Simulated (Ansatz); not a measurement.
Cost and result for the atomization energy of CH₇PSi, SMILES `C[SiH2]P` (10 atoms, 9 bonds).

```xyz
10

C    -0.896    0.803    0.938
Si    0.285   -0.509    0.319
P     1.212    0.175   -1.623
H    -1.322    0.514    1.902
H    -1.718    0.949    0.234
H    -0.381    1.759    1.064
H    -0.422   -1.812    0.179
H     1.405   -0.698    1.283
H     1.792   -1.090   -1.907
H     0.044   -0.092   -2.388
```

Charge 0, multiplicity 1. Geometry: relaxed with PBE0-D4/def2-TZVP. It is one conformer, not always the lowest. Program: Ansatz. All runs use 2 threads of an Arm Neoverse V1 on a shared host. Times are those of one run each, without the atoms' runs, and a repeat can differ threefold. Electronic energies, without spin–orbit coupling; frozen cores. CCSD(T)/CBS adds CCSD(T) − MP2 in def2-TZVPP to the MP2 limit, and its time is that of the two runs behind it. T1 = 0.012. B3LYP takes the VWN-RPA correlation (the form of Gaussian; ORCA's B3LYP/G).

CCSD(T)/CBS is a level of theory with its own doubt, some kJ/mol a heavy atom from the limit and from the frozen cores, so smaller differences don't rank the functionals.

| level | functions | wall time |
| --- | --- | --- |
| CCSD(T)/def2-SVP | 85 | 1.9 s |
| BLYP-D4/def2-TZVPP | 213 | 2.5 s |
| PBE-D4/def2-TZVPP (with forces) | 213 | 3.1 s |
| PBE0-D4/def2-TZVPP | 213 | 3.4 s |
| CAM-B3LYP-D4/def2-TZVPP | 213 | 3.8 s |
| B3LYP-D4/def2-TZVPP (with forces) | 213 | 5.5 s |
| r2SCANh-D4/def2-TZVPP | 213 | 6 s |
| B2PLYP/def2-TZVPP | 213 | 6 s |
| B97M-V/def2-TZVPP | 213 | 13 s |
| ωB97M-V/def2-TZVPP (with forces) | 213 | 14 s |
| MP2/def2-QZVPP | 407 | 21 s |
| CCSD(T)/def2-TZVPP | 213 | 57 s |
| CCSD(T)/CBS(def2) | – | 77 s |

(1) What atomization energy does each give, and how far from CCSD(T)/CBS? (An estimate is asked.)

Answers

(1) Ansatz gave: 
| level | atomization (kcal/mol) | difference from CCSD(T)/CBS | per bond |
| --- | --- | --- | --- |
| CCSD(T)/def2-SVP | 712.0 | -50.1 | -5.6 |
| BLYP-D4/def2-TZVPP | 758.1 | -4.0 | -0.4 |
| PBE-D4/def2-TZVPP (with forces) | 762.9 | 0.8 | 0.1 |
| PBE0-D4/def2-TZVPP | 758.6 | -3.5 | -0.4 |
| CAM-B3LYP-D4/def2-TZVPP | 766.1 | 4.0 | 0.4 |
| B3LYP-D4/def2-TZVPP (with forces) | 765.2 | 3.1 | 0.4 |
| r2SCANh-D4/def2-TZVPP | 760.1 | -2.0 | -0.2 |
| B2PLYP/def2-TZVPP | 752.8 | -9.3 | -1.0 |
| B97M-V/def2-TZVPP | 769.8 | 7.7 | 0.9 |
| ωB97M-V/def2-TZVPP (with forces) | 766.6 | 4.5 | 0.5 |
| MP2/def2-QZVPP | 747.6 | -14.5 | -1.6 |
| CCSD(T)/def2-TZVPP | 742.8 | -19.3 | -2.1 |
| CCSD(T)/CBS(def2) | 762.1 | 0.0 | 0.0 |

The D4 term adds +7.3 kcal/mol with B3LYP and +3.8 kcal/mol with PBE0; it sums over pairs of atoms, weighted by their polarisabilities, and B3LYP, whose exchange is more repulsive, gets the larger term. At CCSD(T), def2-SVP lies −50.0 kcal/mol from the extrapolated value and def2-TZVPP −19.3 kcal/mol: correlation converges slowly with the basis, and small sets miss more of it in the bonded molecule than in its fragments. From r2SCAN to r2SCAN0 (25 % exact exchange), in def2-TZVPP and without D4, the atomization energy moves by −5.2 kcal/mol: exact exchange takes away binding that semilocal exchange gives to molecules.
